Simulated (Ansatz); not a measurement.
**La (dhcp): energy against volume**

The calculation used DFT, r2SCAN, plane waves (500 eV) with PAW, scalar-relativistic (Ansatz 0.2.0). The PAW files were generated under PBE, with cores re-solved for the functional.

The cell is scaled uniformly from the relaxed one, with fractional coordinates and shape fixed. Energies are extrapolated to zero smearing, pressures are those at the given smearing. Magnetic state: spin not included.

A Birch-Murnaghan fit gives V₀ = 37.27 Å³/atom, B₀ = 23 GPa, B₀′ = 2.0.

**Question.** What are the energy above the minimum and the pressure at 35.958 Å³/atom?

**Answer.** 3.5 meV/atom and 0.95 GPa as computed.

**Question.** What are the energy above the minimum and the pressure at 38.954 Å³/atom?

**Answer.** 5.3 meV/atom and -0.89 GPa as computed.

**Question.** What are the energy above the minimum and the pressure at 40.453 Å³/atom?

**Answer.** 18.0 meV/atom and -1.66 GPa as computed.
